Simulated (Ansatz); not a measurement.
# FH6NSi: the cost of one run

Method: RKS PBE/def2-SVP, in Ansatz 0.2.0.

## Step 1: The structure to begin with

Bond lengths: Si1–N2 2.170 Å, N2–H3 1.060 Å, N2–H4 1.060 Å, Si1–H5 1.460 Å, Si1–H6 1.459 Å, Si1–H7 1.459 Å, Si1–F8 1.890 Å. Angles: Si1–N2–H3 120.0°, Si1–N2–H4 120.0°, H3–N2–H4 120.0°, N2–Si1–H5 109.5°, N2–Si1–H6 109.5°, N2–Si1–H7 109.5°, N2–Si1–F8 71.6°, H5–Si1–H6 109.5°, H5–Si1–H7 109.5°, H5–Si1–F8 67.2°, H6–Si1–H7 109.5°, H6–Si1–F8 176.6°, H7–Si1–F8 72.8°.

Coordinates:

```xyz
9

Si    0.0000    0.0000    0.0000
N     0.0000    0.0000    2.1700
H    -0.8770   -0.2713    2.7000
H     0.8770    0.2713    2.7000
H     1.3768    0.0000   -0.4862
H    -0.6877    1.1914   -0.4862
H    -0.6877   -1.1914   -0.4862
F     0.9864   -1.4980    0.5960
H     0.6732   -1.0222    1.6919
```

## Step 2: A restrained relaxation towards end A

Springs on the bonds that form and break draw the guess towards this end; the thresholds are loose.

Input file input.yaml:

```yaml
crystal:
  periodic: [false, false, false]
  atoms:
    - { symbol: Si, position_ang: [0.0, 0.0, 0.0] }
    - { symbol: "N", position_ang: [0.0, 0.0, 2.17] }
    - { symbol: H, position_ang: [-0.877, -0.2713, 2.7] }
    - { symbol: H, position_ang: [0.877, 0.2713, 2.7] }
    - { symbol: H, position_ang: [1.3768, 0.0, -0.4862] }
    - { symbol: H, position_ang: [-0.6877, 1.1914, -0.4862] }
    - { symbol: H, position_ang: [-0.6877, -1.1914, -0.4862] }
    - { symbol: F, position_ang: [0.9864, -1.498, 0.596] }
    - { symbol: H, position_ang: [0.6732, -1.0222, 1.6919] }
basis:
  gaussian: { orbitals: def2-SVP }
hamiltonian:
  xc: pbe
relax:
  f_tol: 0.15
  max_steps: 25
  restrain:
    - { distance: [0, 7], at: 2.79, k: 30.0 }
    - { distance: [8, 1], at: 2.26, k: 30.0 }
    - { distance: [0, 1], at: 1.82, k: 30.0 }
    - { distance: [8, 7], at: 0.92, k: 30.0 }
```

Run with:

```
> ansatz run input.yaml --threads 1 --pin off --max-ram 2048MiB --backend cpu --events-out ev --progress --plain --runs-dir out
```

What time and memory should one allow on 1 thread of Arm Neoverse V2, shared host?

About 23 s, with a peak of 0.13 GiB.
